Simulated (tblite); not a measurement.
# H3NO3S: the cost of one run

Programs: tblite 0.8.0 and PySCF 2.14.0. All values are calculated, for the isolated system unless a continuum is named. Atoms count from 0, parts from 1.

### Step 1. Starting point

8 atoms, charge 0, multiplicity 1; geometry: rigid parts in contact. Parts: 1 = atoms 0–3, `O=S(=O)=O`, charge 0; 2 = atoms 4–7, `N`, charge 0.

### Step 2. Docking the parts with GFN2-xTB

What the job is given:

```
{"job": {"kind": "dock", "xc": "GFN2-xTB", "basis": "xTB"}, "charge": 0, "multiplicity": 1, "parts": [{"atoms": "0-3", "charge": 0, "multiplicity": 1}, {"atoms": "4-7", "charge": 0, "multiplicity": 1}]}
O     -0.022997     1.391589     0.272129
S     -0.000086     0.000222    -0.000035
O      1.094051    -0.567510    -0.700694
O     -1.070968    -0.824302     0.428601
N     -3.805969    -0.951119    -0.705737
H     -3.285654    -1.049600     0.157395
H     -4.511047    -1.677838    -0.723751
H     -3.165935    -1.124690    -1.471097
```

Level: GFN2-xTB search for minima from random contacts, gas phase.

Run with:

```sh
OMP_NUM_THREADS=1 python cluster_run.py task.json out
```

One launch serves the whole session: the jobs run in the order shown.

Q: Estimate the wall time of this first job on 1 thread of Intel Xeon Platinum 8259CL at 2.50GHz, shared host.

About 2.4 s.
